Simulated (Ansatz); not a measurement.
# SiN (quartet): wave-function methods side by side, cc-pVTZ

How much of the correlation energy of SiN (quartet) does each wave-function method recover here?

Program: Ansatz 0.2.0, Gaussian basis. Level of theory: cc-pVTZ, correlated electrons: outside noble gas. These are calculated values, not measurements.

The runs, in order: UHF; CCSD(T) on ROHF; CCSD(T) on UHF; BCCD(T) on ROHF; CISD; CCSDT(Q) on ROHF; CCSDT(Q) on UHF; CASSCF and MRCISD+Q, 9 electrons in 8 orbitals; CASSCF and NEVPT2, 9 electrons in 8 orbitals.

## 1. The system

The geometry is a PBE0/def2-TZVP stationary point (not a proven minimum).

2 atoms, charge 0, spin multiplicity 4.

Atoms are counted from 1 here; the program's logs count them from 0.

Bond lengths: Si1–N2 1.889 Å.

In the tables R marks a restricted open-shell determinant and U an unrestricted one; 'valence' is the active space of 9 electrons in 8 orbitals; correlation energies count from the lowest restricted Hartree-Fock solution.

## 2. UHF

File in.yaml:

```yaml
crystal:
  periodic: [false, false, false]
  atoms:
    - {symbol: Si, position_ang: [0.000000, 0.000000, 0.000000]}
    - {symbol: N, position_ang: [0.000000, 0.000000, 1.889128]}
basis:
  gaussian: {orbitals: cc-pVTZ}
magnetization: {spin_polarized: true, initial_magnetization: 3}
hamiltonian: {xc: hf}
output: {orbitals: {seedname: orbitals}}
```

Run with:

```bash
$ ansatz run in.yaml --threads 1 --pin off --events-out ev --progress --plain --max-ram 2393MiB
```

The runs that follow: CCSD(T) on ROHF; CCSD(T) on UHF; BCCD(T) on ROHF; CISD; CCSDT(Q) on ROHF; CCSDT(Q) on UHF; CASSCF and MRCISD+Q, 9 electrons in 8 orbitals; CASSCF and NEVPT2, 9 electrons in 8 orbitals.

Before running them: what should the planned runs give, taken together? Wanted: correlation energy, UCCSDT(Q); RMP2 from UCCSDT(Q); UMP2 from UCCSDT(Q); RCCSD from UCCSDT(Q); RCCSD(T) from UCCSDT(Q); UCCSD(T) from UCCSDT(Q); RCCSDT(Q) from UCCSDT(Q); NEVPT2 valence from UCCSDT(Q); MRCISD+Q valence from UCCSDT(Q).

As calculated:

```
                                      quantity                      value
                 correlation energy, UCCSDT(Q)                 -6.7697 eV
                           RMP2 from UCCSDT(Q)            +26.91 kcal/mol
                           UMP2 from UCCSDT(Q)            +28.03 kcal/mol
                          RCCSD from UCCSDT(Q)             +6.75 kcal/mol
                       RCCSD(T) from UCCSDT(Q)             +1.23 kcal/mol
                       UCCSD(T) from UCCSDT(Q)             +1.20 kcal/mol
                      RCCSDT(Q) from UCCSDT(Q)             +0.08 kcal/mol
                 NEVPT2 valence from UCCSDT(Q)            +25.95 kcal/mol
               MRCISD+Q valence from UCCSDT(Q)             +1.83 kcal/mol
levels of the table within 1 kcal/mol (43 meV)  RCCSDT, UCCSDT, RCCSDT(Q)
                                 T1 diagnostic                      0.027
                effectively unpaired electrons                       3.04
```

What this shows: RCCSD(T) lands +1.23 kcal/mol from the yardstick (0.8 % of the correlation energy). One determinant dominates. Of the multireference levels listed MRCISD+Q valence comes nearest in total energy (+1.83 kcal/mol), which doesn't show that its space is the better one. These misses are within one basis, not against nature; the frozen cores of restricted and unrestricted runs differ, which can shift their rows.
